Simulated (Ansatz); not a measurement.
```xyz
10

C    -1.207   -0.759    0.299
O     0.034   -0.169    0.656
C     0.540    0.650   -0.304
F    -0.184    1.819   -0.390
S     2.227    1.148    0.122
H    -1.457   -1.459    1.094
H    -1.992   -0.004    0.217
H    -1.123   -1.302   -0.650
H     0.493    0.189   -1.299
H     2.667   -0.112    0.254
```

Total charge 0; spin multiplicity 1.

**Question.** List the B3LYP/def2-TZVPP orbital energies in eV (Ansatz). (An estimate is asked.)

**Answer.** Ansatz gave: Occupied: -2418.11, -671.76, -521.55, -281.24, -278.48, -216.12, -160.69, -160.60, -160.44, -33.41, -29.40, -21.61, -19.44, -17.52, -14.96, -14.82, -13.92, -12.44, -12.27, -11.30, -10.64, -10.10, -9.09, -8.53, -7.10. Lowest empty: -0.03, 1.16, 1.20, 1.79, 2.26, 2.36, 3.00, 3.56.

B3LYP here is the variant with VWN-RPA as its local correlation; programs differ in this.
